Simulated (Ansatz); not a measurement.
**Relative stability**

Two isomers of AlH$_{2}$S, doublet, relaxed at PBE0-D4/def2-TZVP (vibrations not checked).

A:

```
4
angstrom
Al -0.1181 0.0150 -0.1336
S 1.3129 -0.1666 1.4846
H -1.3381 -0.9909 -0.1402
H 0.1434 1.1425 -1.2109
```

B:

```csv
atom,x (Å),y (Å),z (Å)
Al1,0.4080,-1.1134,-0.0330
S2,0.9150,0.9611,-0.5587
H3,-1.0177,-1.3498,0.6577
H4,-0.2497,1.4417,-0.0864
```

Ansatz 0.2.0; basis: def2-TZVPP; cores frozen in the correlated methods; orbitals are unrestricted. B3LYP uses VWN-RPA correlation.

Question: Which structure is lower at CCSD(T), and by how much? (An estimate is asked for; the value comes from the calculation.)

Answer: The calculation gives: B, by 20.9 kJ/mol (electronic energy, against the other). By their contacts, A is AlH₂S ([AlH2][S]) and B is AlH₂S ([AlH][SH]).

Question: Do the other methods give the same order? (A judgement: the text doesn't fix the answer.)

Answer: The calculation gives: Not all: HF gives the other order.

| method | E(B) − E(A) (kJ/mol) |
| --- | --- |
| PBE-D4 | -37.5 |
| r2SCAN-D4 | -30.6 |
| PBE0-D4 | -33.8 |
| B3LYP-D4 | -20.1 |
| wB97M-V | -19.1 |
| HF | 5.9 |
| MP2 | -34.5 |
| CCSD | -15.8 |
| CCSD(T) | -20.9 |

No T1 diagnostic of these runs exceeds 0.015. ⟨S²⟩ of the unrestricted Hartree–Fock references: 0.75 to 0.76 (a pure state has 0.75).

Labels in which every atom is bracketed show which atoms are joined, not bond orders.
